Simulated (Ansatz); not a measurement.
Basis-set extrapolation for C₅H₁₂S (`CC(C)C(C)S`) (PBE0-D4/def2-TZVP geometry, frozen core, the Gaussian-basis code of Ansatz). Multiplicity 1, RHF reference.

|  | def2-TZVPP | def2-QZVPP |
| --- | --- | --- |
| HF | -593.943191 | -593.963755 |
| MP2 correlation | -1.069906 | -1.140476 |
| CCSD(T) correlation | -1.188067 | not run |

Energies in hartree. Use E(X) = E(∞) + A·exp(−7.88·√X) for Hartree–Fock and E(X) = E(∞) + B·X^(−2.97) for correlation, with X = 3 and 4, and add CCSD(T) minus MP2 of the smaller set to the MP2 limit.

Q: What is the CCSD(T) energy at the basis-set limit?

A: HF limit: -593.963755 + (-0.020564) × 0.13774 = -593.96659. MP2 limit: -1.140476 + (-0.070570) × 0.74074 = -1.19275. Higher-order term: -1.188067 − (-1.069906) = -0.11816. Total: -595.27750 hartree, 3.98 eV below CCSD(T)/def2-TZVPP.
